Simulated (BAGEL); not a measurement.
# C2H3Cl2F (1,1-dichloro-1-fluoroethane): B3LYP/6-31G(d) (density fitting with qzvpp-jkfit, spherical functions)

Aim: the energy change on altering one bond length of C2H3Cl2F (1,1-dichloro-1-fluoroethane) at B3LYP/6-31G* (density fitting with qzvpp-jkfit, spherical functions), from 2 runs. 

The results are computed with BAGEL 1.2.2.

4 further runs of the same task are left out: 1 that didn't finish, 3 set aside as unsound or not needed.

## Step 1: Starting point

The species is C2H3Cl2F (8 atoms), meant as a singlet with charge 0. SMILES: `CC(F)(Cl)Cl`. The shape is that of a PBE0-D4/def2-TZVP optimisation.

Bond lengths: C1–C2 1.502 Å, C2–F3 1.348 Å, C2–Cl4 1.776 Å, C2–Cl5 1.776 Å, C1–H6 1.091 Å, C1–H7 1.091 Å, C1–H8 1.088 Å. Some angles: C1–C2–F3 110.1°, C1–C2–Cl4 111.1°, C1–C2–Cl5 111.1°, F3–C2–Cl4 107.6°, F3–C2–Cl5 107.6°, Cl4–C2–Cl5 109.3°, C2–C1–H6 108.9°, C2–C1–H7 108.9°, C2–C1–H8 110.1°, H6–C1–H7 109.8°.

## Step 2: A single-point energy at B3LYP/6-31G(d) (density fitting with qzvpp-jkfit, spherical functions)

Contents of input.json:

```json
{ "bagel": [

{
  "title": "molecule",
  "basis": "6-31gs.json",
  "df_basis": "qzvpp-jkfit",
  "angstrom": true,
  "geometry": [
    { "atom": "C", "xyz": [      -0.133500,      -0.505900,       0.646300 ] },
    { "atom": "C", "xyz": [       0.199400,       0.391300,      -0.511300 ] },
    { "atom": "F", "xyz": [       1.523600,       0.643200,      -0.537400 ] },
    { "atom": "Cl", "xyz": [      -0.232400,      -0.372700,      -2.055900 ] },
    { "atom": "Cl", "xyz": [      -0.641100,       1.950200,      -0.373000 ] },
    { "atom": "H", "xyz": [       0.163400,      -0.011800,       1.572000 ] },
    { "atom": "H", "xyz": [       0.414900,      -1.442000,       0.535900 ] },
    { "atom": "H", "xyz": [      -1.202100,      -0.709300,       0.667600 ] }
  ]
},

{ "title": "ks", "xc_func": "b3lyp" },

{ "title": "print", "file": "orbitals.molden", "orbitals": true }

]}
```

The basis set 6-31G* is read from a file made from the Basis Set Exchange's data (not shown).

On the command line:

```sh
$ BAGEL_NUM_THREADS=1 BAGEL input.json > input.out
```

Output:

```text
* using 1 threads per process

  ===============================================================
  ===============================================================

  *** Geometry ***

  { "atom" : "C", "xyz" : [     -0.252278,     -0.956012,      1.221330 ] },
  { "atom" : "C", "xyz" : [      0.376811,      0.739450,     -0.966217 ] },
  { "atom" : "F", "xyz" : [      2.879187,      1.215472,     -1.015539 ] },
  { "atom" : "Cl", "xyz" : [     -0.439172,     -0.704301,     -3.885088 ] },
  { "atom" : "Cl", "xyz" : [     -1.211503,      3.685344,     -0.704868 ] },
  { "atom" : "H", "xyz" : [      0.308781,     -0.022299,      2.970649 ] },
  { "atom" : "H", "xyz" : [      0.784047,     -2.724985,      1.012704 ] },
  { "atom" : "H", "xyz" : [     -2.271640,     -1.340383,      1.261581 ] },

  Number of auxiliary basis functions:      537

  Since a DF basis is specified, we compute 2- and 3-index integrals:
    o Being stored without compression. Storage requirement is 0.030 GB

  Number of basis functions:       84
  Number of electrons      :       58

    * METHOD: MOLECULE                             0.29

  *** Kohn-Sham DFT ***

    * Removing 16515 points whose weight is below 1.00e-10
    * Grid points: 102733

  === Nuclear Repulsion ===
   300.0052248118

       - DIIS with orbital gradients will be used.

  === KS iteration (b3lyp / 6-31gs.json) ===
      0      -1061.56859959          0.14011694           0.44
      1       -994.61425133          0.17851720           0.43
      2      -1020.87281344          0.16527601           0.44
      3      -1087.44047043          0.08875735           0.44
      4      -1097.30533203          0.04013908           0.44
      5      -1097.68830481          0.03293827           0.44
      6      -1098.15724421          0.01162176           0.45
      7      -1098.17913407          0.01010769           0.45
      8      -1098.23306013          0.00267501           0.45
      9      -1098.23662346          0.00055054           0.45
     10      -1098.23678139          0.00006690           0.44
     11      -1098.23678369          0.00004506           0.41
     12      -1098.23678519          0.00001081           0.42
     13      -1098.23678524          0.00000397           0.45
     14      -1098.23678525          0.00000121           0.42
     15      -1098.23678525          0.00000035           0.42
     16      -1098.23678525          0.00000006           0.44
     17      -1098.23678525          0.00000002           0.43
     18      -1098.23678525          0.00000001           0.43
     19      -1098.23678525          0.00000000           0.43
    * SCF iteration converged.

    * Permanent dipole moment:
           (    0.142771,     0.477778,    -0.624937) a.u.

    * METHOD: KS                                   9.19

    * METHOD: PRINT                                0.01

  ===============================================================
```

It took 9.9 s on 1 thread of Arm Neoverse V2, shared host; peak memory 0.45 GiB.

## Step 3: The distorted shape, same level

Contents of input.json:

```json
{ "bagel": [

{
  "title": "molecule",
  "basis": "6-31gs.json",
  "df_basis": "qzvpp-jkfit",
  "angstrom": true,
  "geometry": [
    { "atom": "C", "xyz": [       0.875116,      -2.376610,       0.480337 ] },
    { "atom": "C", "xyz": [       1.208016,      -1.479410,      -0.677263 ] },
    { "atom": "F", "xyz": [       2.532216,      -1.227510,      -0.703363 ] },
    { "atom": "Cl", "xyz": [       0.776216,      -2.243410,      -2.221863 ] },
    { "atom": "Cl", "xyz": [      -0.641100,       1.950200,      -0.373000 ] },
    { "atom": "H", "xyz": [       1.172016,      -1.882510,       1.406037 ] },
    { "atom": "H", "xyz": [       1.423516,      -3.312710,       0.369937 ] },
    { "atom": "H", "xyz": [      -0.193484,      -2.580010,       0.501637 ] }
  ]
},

{ "title": "ks", "xc_func": "b3lyp" },

{ "title": "print", "file": "orbitals.molden", "orbitals": true }

]}
```

The basis set 6-31G* is read from a file made from the Basis Set Exchange's data (not shown).

On the command line:

```sh
$ BAGEL_NUM_THREADS=1 BAGEL input.json > input.out
```

Output:

```text
* using 1 threads per process

  ===============================================================
  ===============================================================

  *** Geometry ***

  { "atom" : "C", "xyz" : [      1.653730,     -4.491142,      0.907705 ] },
  { "atom" : "C", "xyz" : [      2.282819,     -2.795680,     -1.279842 ] },
  { "atom" : "F", "xyz" : [      4.785195,     -2.319658,     -1.329163 ] },
  { "atom" : "Cl", "xyz" : [      1.466836,     -4.239430,     -4.198713 ] },
  { "atom" : "Cl", "xyz" : [     -1.211503,      3.685344,     -0.704868 ] },
  { "atom" : "H", "xyz" : [      2.214789,     -3.557428,      2.657025 ] },
  { "atom" : "H", "xyz" : [      2.690055,     -6.260115,      0.699080 ] },
  { "atom" : "H", "xyz" : [     -0.365632,     -4.875512,      0.947957 ] },

  Number of auxiliary basis functions:      537

  Since a DF basis is specified, we compute 2- and 3-index integrals:
    o Being stored without compression. Storage requirement is 0.030 GB

  Number of basis functions:       84
  Number of electrons      :       58

    * METHOD: MOLECULE                             0.29

  *** Kohn-Sham DFT ***

    * Removing 14415 points whose weight is below 1.00e-10
    * Grid points: 104833

  === Nuclear Repulsion ===
   236.9986399485

       - DIIS with orbital gradients will be used.

  === KS iteration (b3lyp / 6-31gs.json) ===
      0      -1041.35315285          0.13390656           0.45
      1       -990.53060523          0.12736189           0.43
      2       -827.58543135          0.17062828           0.43
      3      -1072.16727614          0.10718216           0.43
      4      -1085.22353224          0.08329651           0.43
      5      -1086.16333070          0.06979926           0.42
      6      -1085.67905578          0.07416564           0.43
      7       -976.92054922          0.10905774           0.43
      8      -1087.07198125          0.06234321           0.42
      9      -1096.92802865          0.03402947           0.42
     10      -1097.77815131          0.01586433           0.43
     11      -1097.78375670          0.01517343           0.43
     12      -1097.17654333          0.02070002           0.43
     13      -1097.93760471          0.01011353           0.42
     14      -1097.44459836          0.01422180           0.43
     15      -1097.98055714          0.00788689           0.43
     16      -1098.03408168          0.00639749           0.43
     17      -1097.96896697          0.00675242           0.44
     18      -1098.01159769          0.00696083           0.44
     19      -1098.01868889          0.00707754           0.44
     20      -1097.06446865          0.02422253           0.44
     21      -1097.45758154          0.01413789           0.43
     22      -1098.01504642          0.00698898           0.44
     23      -1097.97655617          0.00676608           0.43
     24      -1098.01422423          0.00708317           0.42
     25      -1098.00965527          0.00685477           0.41
     26      -1098.01956208          0.00679493           0.42
     27      -1093.96667165          0.03348105           0.43
     28      -1097.89356210          0.01288269           0.42
     29      -1098.07144286          0.00342763           0.42
     30      -1098.07780921          0.00400610           0.42
     31      -1098.04793416          0.00659071           0.43
     32      -1098.02962001          0.00752529           0.43
     33      -1098.04812664          0.00640461           0.42
     34      -1098.07950107          0.00385411           0.43
     35      -1098.09603550          0.00056578           0.42
     36      -1098.09636123          0.00032504           0.42
     37      -1098.09644644          0.00013518           0.42
     38      -1098.09647175          0.00003577           0.43
     39      -1098.09647619          0.00002489           0.42
     40      -1098.09647848          0.00001215           0.42
     41      -1098.09647960          0.00000411           0.42
     42      -1098.09647966          0.00000135           0.43
     43      -1098.09647966          0.00000150           0.43
     44      -1098.09647966          0.00000137           0.43
     45      -1098.09647967          0.00000021           0.44
     46      -1098.09647967          0.00000027           0.43
     47      -1098.09647967          0.00000009           0.43
     48      -1098.09647967          0.00000010           0.43
     49      -1098.09647967          0.00000004           0.43
     50      -1098.09647967          0.00000003           0.43
     51      -1098.09647967          0.00000002           0.43
     52      -1098.09647967          0.00000001           0.43
     53      -1098.09647967          0.00000001           0.42
    * SCF iteration converged.

    * Permanent dipole moment:
           (   -1.027527,     2.895899,    -0.269047) a.u.

    * METHOD: KS                                  23.54

    * METHOD: PRINT                                0.01

  ===============================================================
```

It took 24 s on 1 thread of Arm Neoverse V2, shared host; peak memory 0.45 GiB.

## Step 4: Summary of results

At B3LYP/6-31G* (density fitting with qzvpp-jkfit, spherical functions):

| quantity | value |
| --- | --- |
| first shape: total energy | -1098.23679 Eh |
| first shape: dipole moment | 2.03 D |
| first shape: HOMO energy | -8.47 eV |
| first shape: LUMO energy | -0.31 eV |
| first shape: HOMO–LUMO gap | 8.16 eV |
| distorted shape: total energy | -1098.09648 Eh |
| distorted shape: dipole moment | 7.84 D |
| distorted shape: HOMO energy | -6.92 eV |
| distorted shape: LUMO energy | -5.85 eV |
| distorted shape: HOMO–LUMO gap | 1.06 eV |
| energy change with the C2–Cl5 bond stretched from 1.776 to 3.908 Å | 3.818 eV |

**Reading.** One bond (distorted shape) is far stretched, which a spin-restricted single reference describes badly; a broken-symmetry solution may lie lower. With the C2–Cl5 bond stretched from 1.776 to 3.908 Å the energy rises by 3.82 eV (368 kJ/mol). The first shape isn't relaxed at this level, so the change isn't measured from a minimum. A restricted reference can't describe the breaking bond well at this length.
